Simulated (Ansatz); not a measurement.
# What a trial cell of W2F3 relaxes into

The calculation used DFT PBE, scalar-relativistic, plane waves, PAW (Ansatz 0.2.0).

The start puts W2F3 on the A-type sesquioxide structure type (P-3m1, No. 164), with W in place of La, F in place of O, at a guessed volume.

Input of the last, converged step (default PAW datasets):

```yaml
crystal:
  lattice:
    - [4.5301658348, 0.0, 0.0]
    - [-2.2650829174, 3.9232386963, 0.0]
    - [0.0, 0.0, 4.0528523494]
  atoms:
    - { symbol: W, position: [0.3333333333, 0.6666666667, 0.0] }
    - { symbol: W, position: [0.6666666667, 0.3333333333, 0.0] }
    - { symbol: F, position: [0.0, 0.0, 0.0] }
    - { symbol: F, position: [0.3333333333, 0.6666666667, 0.5] }
    - { symbol: F, position: [0.6666666667, 0.3333333333, 0.5] }
basis:
  ecutwfc: 420
kpoints:
  mp_grid: { grid: [12, 12, 10] }
hamiltonian:
  xc: pbe
scf:
  occupations: { method: gaussian, width: 0.1 }
output:
  forces: true
  stress: true
  eigenvalues: true
relax:
  adjacent_minimum: "off"
  f_tol: 0.01
  max_steps: 80
  cell: { stress_tol: 0.05 }
```

Launched as:

```bash
ansatz run input.yaml --threads 1 --pin off --max-ram 2560MiB --backend cpu --events-out ev --progress --plain --runs-dir out
```

Time: 73 s on 1 thread of Intel(R) Xeon(R) Platinum 8259CL CPU @ 2.50GHz (Skylake/Cascade Lake), on a shared host, peak memory 0.53 GiB.

End of the output:

```
SCF converged after 8 iterations
Free energy (F): -23191.019701 eV
Harris-Foulkes:  -23191.019701 eV  (|F-HF|=1.46e-11)
Internal energy: -23191.007970 eV  (E = F + TS)
E sigma→0 (E₀):  -23191.013836 eV
Entropy (-TS):   -0.011731 eV (-2.346 meV/atom)
Fermi energy:    11.306552 eV
--- Per-component energies (eV) ---
  E_band       = -489.071873
  E_kinetic    = 1512.959099
  E_local      = -3762.585373  (includes V_loc(G=0)·N_el)
  E_nonlocal   = 228.063932
  E_hartree    = 1378.582970
  E_xc         = -767.066751
  E_vxc        = -776.332049  (∫ρ·V_xc dr)
  E_paw        = -17727.075864  (= ΣΔE_a)
  E_vpaw       = -448.349459  (= ΣTr[D̂ρ^β])
  E_aug_tail   = 0.006037  (compensation charges beyond the density's cutoff)
  E_ewald      = -4053.892021
  E_smearing   = -0.011731  (= −TS)
  E_closure    =  0.000000  (closes the sum)
  Σ components = -23191.019701   (vs F -23191.019701, Δ=0.00e0)
--- Forces (eV/Å), atoms counted from 1 ---
  atom   1  W      0.00000000     0.00000000     0.00000000
  atom   2  W      0.00000000     0.00000000     0.00000000
  atom   3  F      0.00000000     0.00000000     0.00000000
  atom   4  F      0.00000000     0.00000000     0.00000000
  atom   5  F      0.00000000     0.00000000     0.00000000
  max |Σ_I F_I| component: 2.08e-17 eV/Å
--- Stress (GPa, compression-positive) ---
       -0.020918       0.000000       0.000000
        0.000000      -0.020918       0.000000
        0.000000       0.000000       0.000253
  P = ⅓ Tr σ = -0.0139 GPa (-0.139 kbar)
--- Relaxed structure (3 steps of the walk, 3 accepted, 1 SCFs on fresh bases) ---
  F+E_penalty+E_count = -23191.01970106 eV   max|allowed force component| = 7.910e-17 eV/Å   (the final SCF, on the basis selected at the relaxed cell)
  cell:  # Å, volume = 72.0462 Å³
    - [4.525368, 0.000000, 0.000000]
    - [-2.262684, 3.919083, 0.000000]
    - [0.000000, 0.000000, 4.062305]
  atoms:
    - { symbol: W, position: [0.333333, 0.666667, 0.000000] }
    - { symbol: W, position: [0.666667, 0.333333, 0.000000] }
    - { symbol: F, position: [0.000000, 0.000000, 0.000000] }
    - { symbol: F, position: [0.333333, 0.666667, 0.500000] }
    - { symbol: F, position: [0.666667, 0.333333, 0.500000] }
```

Total energies depend on the potentials used, so only differences within one code and one set of settings carry meaning.

The result has space group P6/mmm (No. 191). Around W lie 2 F at 2.03 Å; F on Wyckoff site a (1 atom of the primitive cell) has 6 W at 2.61 Å; F on Wyckoff site d (2 atoms of the primitive cell) has 2 W at 2.03 Å.

Against the elements it lies at -0.92 eV/atom. Energies over the elements count from the elements' standard structures at the same level (F₂ as a molecule), with no empirical corrections.

For metals, differences of a few meV/atom aren't resolved. Spin–orbit coupling is left out.

Symmetry constrained the relaxation, so the result can be a saddle point.